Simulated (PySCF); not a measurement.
Ligands exchanged one at a time, B F-SH. Isolated molecules, 0 K electronic values unless said otherwise. One relaxed conformer stands for each flexible species; it need not be the lowest. Strings in code marks are SMILES.

The T1 excitation (TDA) from two functionals at the same geometries (B3LYP-D3(BJ)/def2-TZVP), both in PySCF: PBE-D3(BJ)/def2-TZVP and B3LYP-D3(BJ)/def2-TZVP. B3LYP has the VWN-RPA correlation part, as in Gaussian. Excitations are Tamm–Dancoff values on a coarser integration grid. The basis has no diffuse functions, so Rydberg states are missing or too high.

```csv
species,PBE-D3(BJ)/def2-TZVP (eV),B3LYP-D3(BJ)/def2-TZVP (eV)
0 of 3 F replaced by SH (`FB(F)F`),9.45,10.23
1 of 3 F replaced by SH (`FB(F)S` (F–B–S–H torsion 0°)),5.73,6.06
"2 of 3 F replaced by SH (`FB(S)S` (S–B–S–H torsion -180°, S–B–S–H torsion 180°))",4.85,5.18
3 of 3 F replaced by SH,4.45,4.80
```

Over these rows, drawn at random from the members with no instability flagged (it was tested for open shells, ions and some series alone), PBE minus B3LYP-D3(BJ): mean -0.45 eV, from -0.79 eV to -0.33 eV.
